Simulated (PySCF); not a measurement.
Atom-mapped SMILES (the numbers label the heavy atoms): `[C-:1]#[N+:2][CH2:3][CH3:4]`; H(Xn) means a hydrogen on atom n.

GIAO shifts from PySCF 2.14 on PBE0-D3(BJ)/def2-SVP geometries (one conformer, non-relativistic, equivalent nuclei averaged), against TMS at the same level and in the same medium; PCM means IEF-PCM chloroform.

Measured (solution, not stated per compound (mostly CDCl3 or CCl4); Pretsch, Buehlmann, Badertscher, Structure Determination of Organic Compounds, 4th ed. (2009)): C3 36.4, C4 15.3, H(C3) 3.39, H(C4) 1.28 ppm.

Which unscaled values do CAM-B3LYP/pcSseg-2, gas; PBE0/pcSseg-1, PCM; WP04/pcSseg-1, PCM; wB97X-D/pcSseg-1, PCM give, and how close are they?

Answers


| atoms | measured | CAM-B3LYP/pcSseg-2, gas | PBE0/pcSseg-1, PCM | WP04/pcSseg-1, PCM | wB97X-D/pcSseg-1, PCM |
| --- | --- | --- | --- | --- | --- |
| C3 | 36.4 | 37.2 | 37.0 | 40.3 | 37.0 |
| C4 | 15.3 | 18.4 | 18.1 | 19.7 | 18.4 |
| H(C3) | 3.39 | 3.24 | 3.46 | 3.37 | 3.38 |
| H(C4) | 1.28 | 1.31 | 1.41 | 1.41 | 1.41 |

Mean absolute error for 13C: CAM-B3LYP/pcSseg-2, gas 2.0, PBE0/pcSseg-1, PCM 1.7, WP04/pcSseg-1, PCM 4.1, wB97X-D/pcSseg-1, PCM 1.8 ppm.

Mean absolute error for 1H: CAM-B3LYP/pcSseg-2, gas 0.09, PBE0/pcSseg-1, PCM 0.10, WP04/pcSseg-1, PCM 0.07, wB97X-D/pcSseg-1, PCM 0.07 ppm.
